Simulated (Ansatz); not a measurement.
`C=CC(N)=O`. The species carries charge 0 and has multiplicity 1.

```xyz
10

C    -0.5925   -1.5870   -0.6328
C     0.0349   -0.4218   -0.5798
C    -0.0577    0.4302    0.6387
N     0.6323    1.5971    0.5609
O    -0.6941    0.1153    1.6230
H    -0.5411   -2.2249   -1.5066
H    -1.1764   -1.9185    0.2192
H     0.6267   -0.0647   -1.4182
H     0.6114    2.2194    1.3495
H     1.1564    1.8549   -0.2540
```

(1) List the harmonic frequencies (cm⁻¹, unscaled) at PBE0-D4/def2-TZVP in Ansatz. (An estimate is asked.)

(2) Is this a minimum?

(3) Give the ideal-gas thermochemistry at 298.15 K and 1 bar (rigid rotor, harmonic oscillator; point group Cs, symmetry number 1).

(4) Rotational constants (cm⁻¹)?

## Answers

(1) Ansatz gave: 108, 182, 275, 467, 471, 617, 622, 824, 828, 1007, 1018, 1036, 1118, 1292, 1365, 1438, 1621, 1712, 1796, 3160, 3174, 3261, 3626, 3763.

(2) Yes, all 24 modes are real.

(3) Zero-point energy 208.1 kJ/mol; H(298) − E = 225.5 kJ/mol; entropy 310.5 J/(mol·K), of which translation 162.0, rotation 105.6, vibration 42.9; G(298) − E = 132.9 kJ/mol.

(4) 0.3608, 0.1424, 0.1021.
